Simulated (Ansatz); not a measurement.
A nudged elastic band was laid between two geometries of C₃H₅NO (10 atoms, charge 0, multiplicity 1).

All numbers below come from Ansatz 0.2.0, RHF/def2-SVP.

| Quantity | Value |
| --- | --- |
| movable images | 5 |
| climbing image | yes |
| spring | 5.0 eV/Å² |
| optimiser | quadratic models (default) |
| start path | IDPP |
| force threshold | 0.05 eV/Å |
| iteration limit | 60 |
| end points | relaxed |

Image 0:

```xyz
10
Properties=species:S:1:pos:R:3
C -0.906 -0.690 0.459
C 0.286 0.100 -0.011
O 1.373 -0.053 0.827
C 0.219 1.251 -0.861
N 0.571 0.215 -1.440
H -1.168 -0.401 1.478
H -1.767 -0.529 -0.188
H -0.663 -1.754 0.465
H 2.073 -0.486 0.359
H 0.066 2.298 -1.086
```

Image 6:

```xyz
10
Properties=species:S:1:pos:R:3
C -0.903 -0.665 0.498
C 0.290 0.046 -0.085
O 1.454 -0.679 0.068
C 0.374 1.460 -0.299
N 0.152 0.807 -1.326
H -1.805 -0.062 0.408
H -1.058 -1.611 -0.024
H -0.727 -0.888 1.551
H 1.772 -0.949 -0.782
H 0.534 2.489 -0.007
```

Task: Which bonds break or form, and what moves?

Result: No bond is made or broken. The dihedral H6–C1–C2–O3 goes from 57 to 178°. The two ends are copies of one structure, up to a mirror image or an exchange of like atoms.

Task: What energy profile does the band end with?

Result: The run converged. The highest image is number 3 of 0 to 6, 0.111 eV above the ends, which have the same energy within 2 meV. A vibrational analysis at the climbing image gives 2 clearly imaginary modes (236i, 206i cm⁻¹): a point of higher order, so a lower path passes nearby.

| image | path coordinate (Å) | energy (eV) | dihedral H6–C1–C2–O3 (°) |
| --- | --- | --- | --- |
| 0 | 0.00 | 0.000 | 57 |
| 1 | 0.55 | 0.028 | 77 |
| 2 | 1.10 | 0.083 | 97 |
| 3 | 1.65 | 0.111 | 118 |
| 4 | 2.19 | 0.085 | 139 |
| 5 | 2.73 | 0.030 | 158 |
| 6 | 3.27 | 0.000 | 178 |

Task: What is the geometry of the highest image?

Result: 
```xyz
10
Properties=species:S:1:pos:R:3:forces:R:3
C -0.905 -0.679 0.477 0.00 0.01 -0.01
C 0.313 0.056 -0.053 0.00 -0.02 0.01
O 1.516 -0.512 0.321 0.00 0.01 -0.01
C 0.293 1.431 -0.450 0.00 0.01 0.00
N 0.257 0.635 -1.396 0.00 0.00 0.01
H -1.499 -0.046 1.138 0.00 0.00 0.00
H -1.545 -0.994 -0.349 0.00 0.00 0.00
H -0.593 -1.558 1.037 0.00 -0.01 0.00
H 1.937 -0.882 -0.440 0.00 -0.01 0.00
H 0.307 2.499 -0.282 0.00 0.00 0.00
```

The band took 4 iterations and of the order of 50 core-seconds.

The run took 48 s on 1 thread of Arm Neoverse V1 (shared host), peak memory 0.27 GiB.
